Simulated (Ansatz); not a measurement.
# hcp against bcc along group 5

Computed with DFT, r2SCAN, plane waves (500 eV) with PAW, scalar-relativistic (Ansatz). The PAW files were generated under PBE, with cores re-solved for the functional.

Each structure is relaxed within its symmetry, in the lowest magnetic state of the tried starts. Differences under about 8 meV lie within the error of the k-point mesh.

| element | E(hcp) − E(bcc) (meV/atom) | V(hcp) (Å³/atom) | V(bcc) (Å³/atom) | state of hcp | state of bcc |
| --- | --- | --- | --- | --- | --- |
| V | ? | ? | ? | ? | ? |
| Nb | 310 | 18.59 | 18.01 | spin not included | spin not included |
| Ta | 305 | 18.49 | 18.08 | spin not included | spin not included |

Q: Fill in the row of V.

A: E(hcp) − E(bcc) (meV/atom): 271; V(hcp) (Å³/atom): 13.63; V(bcc) (Å³/atom): 13.28; state of hcp: non-magnetic; state of bcc: spin not included.
